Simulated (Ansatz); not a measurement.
# C2H5F: the cost of one run

Program: Ansatz 0.2.0. Level of theory: RKS BLYP-D4/6-31G*. These are calculated values, not measurements.

### 1 The system as given

Bond lengths: C1–C2 1.445 Å, C2–F3 1.331 Å, C1–H4 1.058 Å, C1–H5 1.116 Å, C1–H6 1.133 Å, C2–H7 1.089 Å, C2–H8 1.064 Å. Angles: C1–C2–F3 107.5°, C1–C2–H7 112.1°, C1–C2–H8 112.9°, F3–C2–H7 106.7°, F3–C2–H8 106.6°, H7–C2–H8 110.7°, C2–C1–H4 113.0°, C2–C1–H5 114.2°, C2–C1–H6 113.8°, H4–C1–H5 104.4°, H4–C1–H6 105.5°, H5–C1–H6 104.9°.

Structure file:

```xyz
8

C    -0.4058    0.5167   -0.2457
C     0.3601   -0.6115    0.2335
F     1.5828   -0.1709    0.5205
H    -1.3973    0.2607   -0.5136
H     0.0123    0.9986   -1.1609
H    -0.5028    1.3573    0.5073
H     0.4749   -1.3812   -0.5285
H    -0.0321   -1.0268    1.1316
```

### 2 Preparing the start

input.yaml

```yaml
crystal:
  periodic: [false, false, false]
  atoms:
    - { symbol: C, position_ang: [-0.4058, 0.5167, -0.2457] }
    - { symbol: C, position_ang: [0.3601, -0.6115, 0.2335] }
    - { symbol: F, position_ang: [1.5828, -0.1709, 0.5205] }
    - { symbol: H, position_ang: [-1.3973, 0.2607, -0.5136] }
    - { symbol: H, position_ang: [0.0123, 0.9986, -1.1609] }
    - { symbol: H, position_ang: [-0.5028, 1.3573, 0.5073] }
    - { symbol: H, position_ang: [0.4749, -1.3812, -0.5285] }
    - { symbol: H, position_ang: [-0.0321, -1.0268, 1.1316] }
basis:
  gaussian: { orbitals: "6-31G*" }
hamiltonian:
  xc: blyp
  dispersion: d4
relax:
  f_tol: 0.02
  max_steps: 40
scf:
  lower_state_search: "off"
output:
  orbitals: {}
```

Started as:

```sh
> ansatz run input.yaml --threads 1 --pin off --max-ram 2048MiB --backend cpu --events-out ev --progress --plain --runs-dir out
```

**Question.** How long does this run take on 1 thread of Arm Neoverse V1, shared host, and how much memory does it need?

About 4.7 s, with a peak of 0.095 GiB.
